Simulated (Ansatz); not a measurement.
Abstraction of H: BHF2 + AlF2 → BF2 + AlHF2

Species: BHF2 `FBF`, singlet; AlF2 `[F][Al][F]`, doublet; BF2 `F[B]F`, doublet; AlHF2 `[F][AlH][F]`, singlet. A radical takes H: the energy is the difference in strength between the B–H bond broken and the Al–H bond made.

Shapes, held fixed at every level: PBE0-D4/def2-TZVP. Programs: Ansatz 0.2.0. The zero-point and thermal change to 298 K, harmonic and unscaled (PBE0-D4/def2-TZVP), is -8.2 kJ/mol.

| level | kind | ΔH(298 K) (kJ/mol) | less CCSD(T)/CBS estimate |
| --- | --- | --- | --- |
| SPW92/def2-TZVPP | LDA | +105.2 | +10.9 |
| PBE-D4/def2-TZVPP | GGA | +96.6 | +2.3 |
| r2SCAN-D4/def2-TZVPP | meta-GGA | +89.8 | -4.5 |
| wB97X-V/def2-TZVPP | range-separated hybrid | +92.4 | -1.9 |
| CCSD(T)/def2-SVP | coupled cluster or CI | +92.0 | -2.3 |
| CCSD/def2-SVP | coupled cluster or CI | +91.5 | -2.8 |
| CCSD(T)/def2-TZVPP | coupled cluster or CI | +94.1 | -0.2 |
| CCSD(T)/CBS estimate | coupled cluster or CI | +94.3 | 0.0 |

The highest level, CCSD(T)/CBS estimate, gives ΔH(298 K) = +94.3 kJ/mol; the levels span +89.8 to +105.2. The column of differences is taken from that level and isn't an error. No measured value is set beside it here. Open shells run unrestricted unless RO is named. The CBS estimate extrapolates MP2 from def2-TZVPP and def2-QZVPP and adds CCSD(T) − MP2 in the triple-zeta set, cores frozen.
